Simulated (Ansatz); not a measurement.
# AlO₂ (doublet): from Hartree-Fock to the top rungs, cc-pVDZ

The task here is to estimate one member of a computed series from the others.

Program: Ansatz 0.2.0, Gaussian basis. Level of theory: cc-pVDZ, core rule «outside noble gas», up to 7 orbitals frozen. These are calculated values, not measurements.

The runs, in order: UHF; CCSD(T) on ROHF; CCSD(T) on UHF; BCCD(T) on ROHF; CISD; CCSDT(Q) on ROHF; CCSDT(Q) on UHF.

35 further runs of the same task are left out: 12 for a known fault of the program, 7 that didn't finish, 16 set aside as unsound or not needed.

### The system

The geometry is a PBE0/def2-TZVP stationary point (not a proven minimum).

3 atoms, charge 0, spin multiplicity 2.

Atoms are counted from 1 here; the program's logs count them from 0.

Bond lengths: Al1–O2 1.733 Å, O2–O3 1.294 Å. Angles: Al1–O2–O3 180.0°.

The first run:

File in.yaml:

```yaml
crystal:
  periodic: [false, false, false]
  atoms:
    - {symbol: Al, position_ang: [0.000000, 0.000000, 1.586946]}
    - {symbol: O, position_ang: [0.000000, 0.000000, -0.146400]}
    - {symbol: O, position_ang: [0.000000, 0.000000, -1.440545]}
basis:
  gaussian: {orbitals: cc-pVDZ}
magnetization: {spin_polarized: true, initial_magnetization: 1}
hamiltonian: {xc: hf}
output: {orbitals: {seedname: orbitals}}
```

Started as:

```sh
> ansatz run in.yaml --threads 1 --pin off --events-out ev --progress --plain --max-ram 2393MiB
```

Among the steps run: UHF; CCSD(T) on ROHF; CCSD(T) on UHF; BCCD(T) on ROHF; CISD; CCSDT(Q) on ROHF; CCSDT(Q) on UHF.

One of the session's tables, all rows but one given; the rest of the session is left out.

```
   method  from UCCSDT(Q) (meV)
     ROHF              +11482.4
      UHF              +11333.8
     RMP2               +1076.8
     UMP2               +1095.1
     CISD               +1530.5
    RCCSD                +382.4
    UCCSD                +378.6
 RCCSD(T)                 +72.0
 UCCSD(T)                 +71.9
  BCCD(T)                 +66.6
   RCCSDT                 +44.5
   UCCSDT                     ?
RCCSDT(Q)                  +5.8
UCCSDT(Q)                     0
```

Q: Estimate the row for UCCSDT from the others.

**Answer.** from UCCSDT(Q) (meV): +43.8. In the column «from UCCSDT(Q) (meV)» it lies between RCCSDT(Q) (+5.8) and RCCSDT (+44.5).

With the free atoms at the same levels and basis (separate runs), the atomisation energy is 6.129 eV at UCCSDT(Q), 6.080 eV at RCCSD(T), 6.076 eV at UCCSD(T), 2.721 eV at ROHF.

Limits of these values: Restricted and unrestricted rows rest on different reference determinants; where their highest levels disagree by more than a few hundredths of an eV, they describe different states and don't form one ladder.
